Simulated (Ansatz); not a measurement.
This Ansatz (an electronic-structure program) input (PBE/6-311++G(2d,2p)) gives -150.84731 Eh with 64 basis functions. A basis named .json is the Basis Set Exchange file of that set (core-valence sets with the plain set on hydrogen).

Ansatz 0.2 input:
```yaml
crystal:
  periodic: [false, false, false]
  atoms:
    - {symbol: O, position_ang: [0.05728725, 0.81312084, -0.03996413]}
    - {symbol: O, position_ang: [0.04221979, -0.70897730, -0.01520246]}
    - {symbol: H, position_ang: [-0.79605634, -0.83314830, 0.44133267]}
basis:
  gaussian:
    orbitals: 6-311++G_2d_2p_.json
hamiltonian:
  xc: {name: PBE}
total_charge: -1
magnetization: {spin_polarized: false}
```

Change:
```diff
- orbitals: 6-311++G_2d_2p_.json
+ orbitals: aug-pcseg-2
```

Task: What does the run give now?

Result: -150.86382 Eh (PBE/aug-pcseg-2, 115 functions), a change of -16.51 mEh.
